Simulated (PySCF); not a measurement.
N2, quintet, geometry from GFN2-xTB of the parent state (a higher spin typed on purpose: for a closed-shell molecule this is an excited state); R2SCAN/def2-SVP (PySCF).

Here is a job for PySCF.
```python
from pyscf import gto, scf, dft

mol = gto.Mole()
mol.atom = '''
    N    -0.00000000   -0.00000000   -0.54911021
    N     0.00000000    0.00000000    0.54911021
'''
mol.basis = 'def2-svp'
mol.spin = 4
mol.verbose = 4
mol.build()

mf = dft.UKS(mol)
mf.xc = 'r2scan'
mf.kernel()
mf.analyze()
```

The log (banner, timings and long lists left out):

```
PySCF version 2.14.0

[INPUT] verbose = 4
[INPUT] num. atoms = 2
[INPUT] num. electrons = 14
[INPUT] charge = 0
[INPUT] spin (= nelec alpha-beta = 2S) = 4
[INPUT] symmetry False subgroup None
[INPUT] Mole.unit = angstrom
[INPUT] Symbol           X                Y                Z      unit          X                Y                Z       unit  Magmom
[INPUT]  1 N      0.000000000000   0.000000000000  -0.549110210000 AA    0.000000000000   0.000000000000  -1.037667909102 Bohr   0.0
[INPUT]  2 N      0.000000000000   0.000000000000   0.549110210000 AA    0.000000000000   0.000000000000   1.037667909102 Bohr   0.0

nuclear repulsion = 23.6106366835539
number of shells = 12
number of NR pGTOs = 48
number of NR cGTOs = 28
basis = def2-svp
ecp = {}

******** <class 'pyscf.dft.uks.UKS'> ********
method = UKS
initial guess = minao
damping factor = 0
level_shift factor = 0
DIIS = <class 'pyscf.scf.diis.CDIIS'>
diis_start_cycle = 1
diis_space = 8
diis_damp = 0
SCF conv_tol = 1e-09
SCF conv_tol_grad = None
SCF max_cycles = 50
direct_scf = True
direct_scf_tol = 1e-13
number electrons alpha = 9  beta = 5
XC library pyscf.dft.libxc version 7.1.2
    S. Lehtola, C. Steigemann, M. J. T. Oliveira, and M. A. L. Marques,  SoftwareX 7, 1–5 (2018)
XC functionals = r2scan
    J. W. Furness, A. D. Kaplan, J. Ning, J. P. Perdew, and J. Sun,  J. Phys. Chem. Lett. 11, 8208–8215 (2020)
    J. W. Furness, A. D. Kaplan, J. Ning, J. P. Perdew, and J. Sun,  J. Phys. Chem. Lett. 11, 9248–9248 (2020)
    J. W. Furness, A. D. Kaplan, J. Ning, J. P. Perdew, and J. Sun,  J. Phys. Chem. Lett. 11, 8208–8215 (2020)
    J. W. Furness, A. D. Kaplan, J. Ning, J. P. Perdew, and J. Sun,  J. Phys. Chem. Lett. 11, 9248–9248 (2020)
radial grids:
    Treutler-Ahlrichs [JCP 102, 346 (1995); DOI:10.1063/1.469408] (M4) radial grids

becke partition: Becke, JCP 88, 2547 (1988); DOI:10.1063/1.454033
pruning grids: <function nwchem_prune>
grids dens level: 3
symmetrized grids: False
atomic radii adjust function: <function treutler_atomic_radii_adjust>
small_rho_cutoff = 0
Set gradient conv threshold to 3.16228e-05
tot grids = 27808
init E= -109.519500828956

cycle= 1 E= -108.836563694562  delta_E= 0.683  |g|= 0.132  |ddm|= 1.69

cycle= 2 E= -108.845138411496  delta_E= -0.00857  |g|= 0.0674  |ddm|= 0.244

cycle= 3 E= -108.847237327082  delta_E= -0.0021  |g|= 0.0197  |ddm|= 0.0922

cycle= 4 E= -108.847471074358  delta_E= -0.000234  |g|= 0.00115  |ddm|= 0.0304

cycle= 5 E= -108.847472533795  delta_E= -1.46e-06  |g|= 8.2e-05  |ddm|= 0.00319

cycle= 6 E= -108.847472540913  delta_E= -7.12e-09  |g|= 2.26e-05  |ddm|= 0.000229

cycle= 7 E= -108.847472542535  delta_E= -1.62e-09  |g|= 1.63e-05  |ddm|= 7.82e-05

cycle= 8 E= -108.847472544406  delta_E= -1.87e-09  |g|= 1.63e-05  |ddm|= 8.56e-05

cycle= 9 E= -108.847472545356  delta_E= -9.5e-10  |g|= 1.63e-05  |ddm|= 4.33e-05

Extra cycle  E= -108.847472547147  delta_E= -1.79e-09  |g|= 1.63e-05  |ddm|= 8.17e-05
converged SCF energy = -108.847472547147  <S^2> = 6.0085277  2S+1 = 5.0034099
**** SCF Summaries ****
Total Energy =                        -108.847472547147049
Nuclear Repulsion Energy =              23.610636683553931
One-electron Energy =                 -193.695515533897094
Two-electron Energy =                   61.237406303196124
Two-electron Coulomb Energy =           75.033315062033026
DFT Exchange-Correlation Energy =      -13.795908758836903
**** MO energy ****
                             alpha | beta                alpha | beta
MO #1   energy= -14.2710657048079  | -14.2194777237775  occ= 1 | 1
MO #2   energy= -14.2698187124997  | -14.2181189306232  occ= 1 | 1
MO #3   energy= -1.14130280389079  | -1.02005764273983  occ= 1 | 1
MO #4   energy= -0.58890542010573  | -0.402671431629384 occ= 1 | 1
MO #5   energy= -0.531725257868803 | -0.375716758846157 occ= 1 | 1
MO #6   energy= -0.478242601084372 | -0.312053719953464 occ= 1 | 0
MO #7   energy= -0.462811043793246 | -0.30464520536361  occ= 1 | 0
MO #8   energy= -0.161340817073975 | 0.0274154909989486 occ= 1 | 0
MO #9   energy= -0.118655788031182 | 0.0812654485432787 occ= 1 | 0
MO #10  energy= 0.457167342926572  | 0.557658364257073  occ= 0 | 0
MO #11  energy= 0.46637803968414   | 0.576081456785615  occ= 0 | 0
MO #12  energy= 0.587337926092641  | 0.702858130637688  occ= 0 | 0
MO #13  energy= 0.606471379275713  | 0.708394786975229  occ= 0 | 0
MO #14  energy= 0.610048007067014  | 0.736592152166361  occ= 0 | 0
MO #15  energy= 0.615184779533495  | 0.748924649908123  occ= 0 | 0
MO #16  energy= 0.726296962629728  | 0.870517366042296  occ= 0 | 0
MO #17  energy= 0.750769285330851  | 0.907832602346479  occ= 0 | 0

To work with the spin densities directly, `use mulliken_meta_spin()` only printing them here.

 ** Mulliken spin pop alpha/beta on meta-lowdin orthogonal AOs **
 ** Mulliken Spin Density (per AO)  **
spin_pop of  0 N 1s       -0.00002
spin_pop of  0 N 2s        0.18304
spin_pop of  0 N 3s        0.00635
spin_pop of  0 N 2px       0.62294
spin_pop of  0 N 2py       0.85887
spin_pop of  0 N 2pz       0.30790
spin_pop of  0 N 3px       0.00877
spin_pop of  0 N 3py       0.00821
spin_pop of  0 N 3pz       0.00190
spin_pop of  0 N 3dxy      0.00001
spin_pop of  0 N 3dyz      0.00132
spin_pop of  0 N 3dz^2     0.00082
spin_pop of  0 N 3dxz     -0.00012
spin_pop of  0 N 3dx2-y2    0.00000
spin_pop of  1 N 1s       -0.00002
spin_pop of  1 N 2s        0.18304
spin_pop of  1 N 3s        0.00635
spin_pop of  1 N 2px       0.62294
spin_pop of  1 N 2py       0.85887
spin_pop of  1 N 2pz       0.30790
spin_pop of  1 N 3px       0.00877
spin_pop of  1 N 3py       0.00821
spin_pop of  1 N 3pz       0.00190
spin_pop of  1 N 3dxy      0.00001
spin_pop of  1 N 3dyz      0.00132
spin_pop of  1 N 3dz^2     0.00082
spin_pop of  1 N 3dxz     -0.00012
spin_pop of  1 N 3dx2-y2    0.00000
 ** Mulliken Spin Density (per atom)  **
spin density of  0 N =      2.00000
spin density of  1 N =      2.00000
 ** Mulliken pop alpha/beta on meta-lowdin orthogonal AOs **
 ** Mulliken pop       alpha | beta **
pop of  0 N 1s        0.99995 | 0.99997
pop of  0 N 2s        0.80499 | 0.62195
pop of  0 N 3s        0.01059 | 0.00424
pop of  0 N 2px       0.98929 | 0.36634
pop of  0 N 2py       0.98973 | 0.13086
pop of  0 N 2pz       0.67416 | 0.36627
pop of  0 N 3px       0.00881 | 0.00003
pop of  0 N 3py       0.00823 | 0.00001
pop of  0 N 3pz       0.00650 | 0.00460
pop of  0 N 3dxy      0.00009 | 0.00008
pop of  0 N 3dyz      0.00204 | 0.00072
pop of  0 N 3dz^2     0.00370 | 0.00287
pop of  0 N 3dxz      0.00191 | 0.00202
pop of  0 N 3dx2-y2    0.00003 | 0.00002
pop of  1 N 1s        0.99995 | 0.99997
pop of  1 N 2s        0.80499 | 0.62195
pop of  1 N 3s        0.01059 | 0.00424
pop of  1 N 2px       0.98929 | 0.36634
pop of  1 N 2py       0.98973 | 0.13086
pop of  1 N 2pz       0.67416 | 0.36627
pop of  1 N 3px       0.00881 | 0.00003
pop of  1 N 3py       0.00823 | 0.00001
pop of  1 N 3pz       0.00650 | 0.00460
pop of  1 N 3dxy      0.00009 | 0.00008
pop of  1 N 3dyz      0.00204 | 0.00072
pop of  1 N 3dz^2     0.00370 | 0.00287
pop of  1 N 3dxz      0.00191 | 0.00202
pop of  1 N 3dx2-y2    0.00003 | 0.00002
In total             9.00000 | 5.00000
 ** Mulliken atomic charges   ( Nelec_alpha | Nelec_beta ) **
charge of  0N =      0.00000  (     4.50000      2.50000 )
charge of  1N =     -0.00000  (     4.50000      2.50000 )
Dipole moment(X, Y, Z, Debye): -0.00000, -0.00000, -0.00000
```
